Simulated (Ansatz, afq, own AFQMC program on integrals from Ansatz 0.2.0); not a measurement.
## The B2–Cl3 bond of BHClF, singlet, worked out

```xyz
4

F     1.2486    0.2826   -0.4643
B     0.1025   -0.0761    0.0624
Cl   -1.3717    0.5706   -0.6108
H     0.0762   -0.8373    0.9924
```

The molecule and both fragments are relaxed with PBE0/def2-SVP; the fragments keep their bonds.

Basis def2-TZVP. Only valence electrons are correlated. Integrals, coupled cluster, full CI and functionals: Ansatz 0.2.0; the random walks run on the same integrals in our own AFQMC program. ph-AFQMC/CISD is guided by a CISD state made of CCSD amplitudes; releasing the constraint for a short imaginary time cuts its bias at the price of noise, slowly where states lie close. Error bars are statistical, one sigma.

Total energies in eV. CBS is CCSD(T) at the limit of def2-TZVPP/QZVPP (extrapolated itself); the highest rung of each member is named.

Cautions: BHF (doublet): the ph-AFQMC/CISD walk drifts between its halves (2.1 errors).

```csv
member,count,CCSD(T)/def2-TZVP,highest rung in def2-TZVP,which,CCSD(T)/CBS
"BHF, doublet",+1,-3403.6769,-3403.6986,CCSDT(Q),-3405.2583
Cl (doublet),+1,-12508.0402,-12508.0635,CCSDTQ,-12509.3582
"BHClF, singlet",-1,-15917.0922,-15917.1350,CCSDT(Q),-15920.1370
```

Question: Work out the best estimate of the bond energy: the CCSD(T)/CBS difference plus the step from CCSD(T) to the highest rung.

Answer: Sums with the counts: CCSD(T)/CBS 5.5205 eV, highest rung 5.3729 eV, CCSD(T)/def2-TZVP 5.3751 eV. The step is 5.3729 − 5.3751 = -0.0022 eV, so the best estimate is 5.5205 + (-0.0022) = 5.5183 eV = 127.3 kcal/mol. The basis set is worth 0.145 eV of it. Zero-point, core-correlation and spin–orbit terms aren't in it. Past Ne the Hartree–Fock part of each CBS total tends to overshoot, since the cores don't follow the formula; that largely cancels in the difference.

Best estimates are given only where the step beyond CCSD(T) is under 0.3 eV and no member's determinant is very poor (T1 over 0.05, or 0.07 for open shells, ⟨S²⟩ too high by 0.3, two states mixed), so the hardest cases are missing from such tables.

CCSDT and higher add their correlation energy to the determinant of the CCSD(T) run, since their own runs factorise the integrals more tightly (a shift of under 2 meV). Each member of a difference takes its own highest rung, so a best estimate needn't equal the limit plus the step of one row.
